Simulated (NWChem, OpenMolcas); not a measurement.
## From NWChem to OpenMolcas

NWChem 7.3.0 runs this on AlH3Cl− (SMILES [AlH3-][Cl]):

run.py:
```python
from ase import Atoms
from ase.calculators.nwchem import NWChem

mol = Atoms(['Al', 'Cl', 'H', 'H', 'H'], positions=[
    [0.109160, -0.000440, -0.082500],
    [-1.562720, -0.002110, 1.184250],
    [0.226090, 1.478490, -0.704190],
    [-0.160190, -1.106410, -1.218300],
    [1.387660, -0.369540, 0.820730],
])

calc = NWChem(
    label='mymol',
    theory='dft',
    memory='2200 mb',
    basis='def2-SVP',
    basispar='spherical bse',
    charge=-1,
    dft={'xc': 'pbe0', 'mult': '1', 'grid': 'xfine', 'convergence': 'energy 1e-08', 'iterations': '100', 'mulliken': None},
)
mol.calc = calc

forces = mol.get_forces()
print("Total energy (eV):", round(mol.get_potential_energy(), 6))
print("forces (eV/A):")
for s, f in zip(mol.symbols, forces):
    print(f"{s:2s} {f[0]:10.5f} {f[1]:10.5f} {f[2]:10.5f}")
print("dipole (e A):", mol.get_dipole_moment().round(4))
```

```bash
$ export ASE_NWCHEM_COMMAND="nwchem PREFIX.nwi > PREFIX.nwo"
$ python run.py
```

Geometry: a GFN2-xTB relaxation, a rough one for these elements and not checked as a minimum.

Without diffuse functions the anion is poorly described. The shape isn't stationary at this level (largest force 2.0 eV/Å).

It gives a total energy of -704.036056 Eh.

Q: How is this level of theory, on these atoms, set up in OpenMolcas 26.06 as an input file of the program's own?

A: This input was run:

mol.inp:
```
* AlClH3 Kohn-Sham DFT

&GATEWAY
 BasLib=$CurrDir
 Coord
 5
 angstrom
 Al       0.109160      -0.000440      -0.082500
 Cl      -1.562720      -0.002110       1.184250
 H        0.226090       1.478490      -0.704190
 H       -0.160190      -1.106410      -1.218300
 H        1.387660      -0.369540       0.820730
 Basis=def2-SVP
 Group=NoSym

&SEWARD
 GridInput
 Grid=UltraFine
 End of Grid

&SCF
 Charge=-1
 KSDFT=PBE0
 Thresholds=1e-10 1e-07 1e-07 1e-05
 PrOrbitals=1

&ALASKA
```

```bash
$ export MOLCAS_MEM=1860
$ pymolcas mol.inp > mol.log
```

(Basis files named in the input come from the Basis Set Exchange and aren't shown.)

Its energy is -704.036056 Eh, the same as the first but for the last digit, at most.
